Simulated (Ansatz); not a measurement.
**H2ClO (doublet): from Hartree-Fock to the top rungs at distance Cl1–H2 along a hydrogen transfer = 1.452 Å, cc-pVDZ**

How much of the correlation energy of H2ClO (doublet) does each wave-function method recover here?

Program: Ansatz 0.2.0, Gaussian basis. Level of theory: cc-pVDZ, core rule «outside noble gas», up to 6 orbitals frozen. These are calculated values, not measurements.

To be run: UHF; CCSD(T) on ROHF; CCSD(T) on UHF; BCCD(T) on ROHF; CISD; CCSDT(Q) on ROHF; CCSDT(Q) on UHF; CASSCF and MRCISD+Q, 3 electrons in 3 orbitals; CASSCF and NEVPT2, 3 electrons in 3 orbitals; CASSCF and MRCISD+Q, 15 electrons in 10 orbitals; CASSCF and NEVPT4(SD), 15 electrons in 10 orbitals; CASSCF and NEVPT2, 15 electrons in 10 orbitals.

19 further runs of the same task are left out: 9 for a known fault of the program, 1 for a mislabelled method, 7 that didn't finish, 2 set aside as unsound or not needed.

**1. What is computed**

The geometry derives from fragments relaxed apart (PBE0/def2-TZVP) and kept rigid, so it is no stationary point. A hydrogen atom is moved between rigid fragments.

4 atoms, charge 0, spin multiplicity 2.

Atoms are counted from 1 here; the program's logs count them from 0.

Bond lengths: Cl1–H2 1.452 Å, O3–H4 0.973 Å.

Coordinates:

```
atom    x (Å)    y (Å)   z (Å)
 Cl1  -1.8630   0.2350  0.0000
  H2  -0.4110   0.2350  0.0000
  O3   1.0110   0.2350  0.0000
  H4   1.2629  -0.7050  0.0000
```

**2. UHF**

File in.yaml:

```yaml
crystal:
  periodic: [false, false, false]
  atoms:
    - {symbol: Cl, position_ang: [-1.862965, 0.234988, 0.000000]}
    - {symbol: H, position_ang: [-0.410965, 0.234988, 0.000000]}
    - {symbol: O, position_ang: [1.011035, 0.234988, 0.000000]}
    - {symbol: H, position_ang: [1.262894, -0.704963, 0.000000]}
basis:
  gaussian: {orbitals: cc-pVDZ}
magnetization: {spin_polarized: true, initial_magnetization: 1}
hamiltonian: {xc: hf}
output: {orbitals: {seedname: orbitals}}
```

Command:

```sh
$ ansatz run in.yaml --threads 1 --pin off --events-out ev --progress --plain --max-ram 2393MiB
```

After this run come: CCSD(T) on ROHF; CCSD(T) on UHF; BCCD(T) on ROHF; CISD; CCSDT(Q) on ROHF; CCSDT(Q) on UHF; CASSCF and MRCISD+Q, 3 electrons in 3 orbitals; CASSCF and NEVPT2, 3 electrons in 3 orbitals; CASSCF and MRCISD+Q, 15 electrons in 10 orbitals; CASSCF and NEVPT4(SD), 15 electrons in 10 orbitals; CASSCF and NEVPT2, 15 electrons in 10 orbitals.

**Question.** What will the summary of the whole plan be? Wanted: UCCSDT(Q) below the RHF energy; RMP2 from UCCSDT(Q); UMP2 from UCCSDT(Q); RCCSD from UCCSDT(Q); RCCSD(T) from UCCSDT(Q); UCCSD(T) from UCCSDT(Q); RCCSDT(Q) from UCCSDT(Q); NEVPT2 pair from UCCSDT(Q); NEVPT2 valence from UCCSDT(Q).

**Answer**, as computed:

| quantity | value |
| --- | --- |
| UCCSDT(Q) below the RHF energy | -9.3483 eV |
| RMP2 from UCCSDT(Q) | +22.09 kcal/mol |
| UMP2 from UCCSDT(Q) | +22.09 kcal/mol |
| RCCSD from UCCSDT(Q) | +4.12 kcal/mol |
| RCCSD(T) from UCCSDT(Q) | +0.75 kcal/mol |
| UCCSD(T) from UCCSDT(Q) | +0.73 kcal/mol |
| RCCSDT(Q) from UCCSDT(Q) | +0.03 kcal/mol |
| NEVPT2 pair from UCCSDT(Q) | +20.56 kcal/mol |
| NEVPT2 valence from UCCSDT(Q) | +39.74 kcal/mol |
| NEVPT4(SD) valence from UCCSDT(Q) | +3.99 kcal/mol |
| levels within 1 kcal/mol (43 meV) | RCCSD(T), UCCSD(T), BCCD(T), RCCSDT, UCCSDT, RCCSDT(Q) |
| T1 diagnostic | 0.013 |
| effectively unpaired electrons | 1.01 |

**Reading.** RCCSD(T) misses by +0.75 kcal/mol, 0.3 % of the correlation energy. One determinant dominates. Of the multireference levels listed MRCISD+Q valence comes nearest in total energy (+1.56 kcal/mol), which doesn't show that its space is the better one. These misses are within one basis, not against nature; the frozen cores of restricted and unrestricted runs differ, which can shift their rows.
